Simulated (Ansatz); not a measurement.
**1T (CdI2-type) HfS₂**

The numbers are results of PBE0 (Ansatz, a program for electronic structure, plane waves, PAW), not measurements.

Numerical settings: plane-wave cutoff 500 eV, 12×12×4 k mesh (along the axes of the cell as run), gaussian smearing 0.02 eV, scalar-relativistic PAW data made under PBE.

Cell: relaxed with PBEsol: a = b = 3.5924 Å, c = 5.9465 Å, α = β = 90.00°, γ = 120.00°.

For 1T (CdI2-type) HfS₂, the band gap is 2.51 eV (on the SCF k mesh).

Measured, for comparison: band gap 1.8 eV (temperature not stated, no zero-point or thermal correction, fundamental, indirect, our sources range from 1.80 to 1.96; as tabulated in Rybak et al. (2022), arXiv:2210.12074).

Note: the cell comes from a level without a dispersion term, which matters for the spacing of layers, chains or molecules; cell and atoms aren't relaxed at this level (pressure 2.8 GPa); the cell has widely spaced layers and the level no dispersion term, so their spacing and the moduli can rest on weak binding.

Spin–orbit coupling is not included.
